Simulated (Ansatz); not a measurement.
Compare A (`OCC(O)(F)F`) with its isomer B (`OCOC(F)F`).

Computed with Ansatz on PBE0-D4/def2-TZVP structures; ΔE is electronic, products minus reactants. CCSD(T)/CBS adds triple-zeta CCSD(T) − MP2 to the extrapolated MP2 energy (def2 sets, frozen cores). Functionals use def2-TZVPP. B3LYP here is the variant with VWN-RPA as its local correlation; programs differ in this. Each species was taken in one conformer, which may not be the lowest.

A:

Z-matrix (Å, degrees):
```
C
C 1 1.515
O 1 1.396 2 112.3
H 1 1.097 2 107.1 3 124.5
H 1 1.090 2 107.9 3 -118.8
F 2 1.356 1 111.7 3 64.5
O 2 1.357 1 109.8 3 -57.7
F 2 1.360 1 109.3 3 -179.4
H 3 0.962 1 108.0 2 56.6
H 7 0.965 2 109.1 1 171.2
```

B:

Z-matrix (Å, degrees):
```
C
O 1 1.416
O 1 1.386 2 112.5
H 1 1.092 2 104.2 3 122.6
H 1 1.092 2 110.5 3 -119.1
C 2 1.359 1 114.4 3 70.7
H 3 0.962 1 108.8 2 67.2
F 6 1.358 2 110.4 1 77.0
F 6 1.337 2 107.3 1 -166.2
H 6 1.094 2 113.6 1 -44.5
```

**Question.** Which isomer does CCSD(T)/CBS put lower? Give the gap. (Best estimate.)

**Answer.** Computed: A, by 9.2 kcal/mol.

**Question.** Give E(B) − E(A) in kcal/mol with B3LYP-D4, PBE-D4, MP2/def2-TZVPP, ωB97M-V, PBE0-D4, r2SCAN-D4, CCSD/def2-TZVPP. (Best estimate.)

**Answer.** Ansatz gave: B3LYP-D4 7.6, PBE-D4 8.0, MP2/def2-TZVPP 8.8, ωB97M-V 9.2, PBE0-D4 8.7, r2SCAN-D4 8.8, CCSD/def2-TZVPP 8.4. None reverses the order clearly.

Largest T1 diagnostic: 0.012.

In def2-TZVPP, CCSD(T) changes the Hartree–Fock value by +1.4 kcal/mol (the triples alone add −0.0 kcal/mol) and MP2 by +1.9 kcal/mol. From PBE to PBE0 (25 % exact exchange), in def2-TZVPP and without D4, E(B) − E(A) moves by +0.7 kcal/mol.
